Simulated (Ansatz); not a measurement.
C₃H₉NS (`CSCCN`), relaxed with RKS PBE-D4/def2-SVP in the Gaussian-basis code of Ansatz from a rough embedded geometry. The force threshold is 0.03 eV/Å; the program also tests the step.

Charge 0, multiplicity 1.

Start:

```xyz
14

C     0.677    1.930    0.014
S    -0.976    1.277   -0.206
C    -0.795   -0.272    0.769
C     0.159   -1.292    0.087
N    -0.053   -1.604   -1.258
H     0.679    3.009   -0.336
H     0.885    2.011    1.105
H     1.391    1.386   -0.486
H    -1.787   -0.718    0.731
H    -0.525   -0.030    1.751
H     1.241   -0.854    0.221
H     0.180   -2.189    0.692
H    -0.118   -0.675   -1.739
H    -0.959   -1.978   -1.346
```

(1) By how much does the energy fall, and how many steps does the optimiser take? (Estimate.)

(2) Which bonds change most? (Estimate.)

(3) Give the relaxed structure. (Best estimate.)

Answers

(1) Ansatz gave: 45.26 kJ/mol, in 5 steps.

(2) The calculation gave: C1–H8 from 1.028 to 1.109 Å; C3–H10 from 1.048 to 1.113 Å; C4–H11 from 1.175 to 1.113 Å; C4–N5 from 1.397 to 1.455 Å.

(3) Ansatz gave: 
```xyz
14

C     0.686    2.037    0.099
S    -0.944    1.290   -0.217
C    -0.778   -0.277    0.718
C     0.188   -1.291    0.077
N    -0.094   -1.660   -1.302
H     0.680    3.030   -0.390
H     0.858    2.179    1.186
H     1.515    1.440   -0.332
H    -1.810   -0.689    0.740
H    -0.494   -0.045    1.769
H     1.224   -0.889    0.134
H     0.195   -2.210    0.705
H    -0.217   -0.788   -1.840
H    -1.010   -2.128   -1.348
```
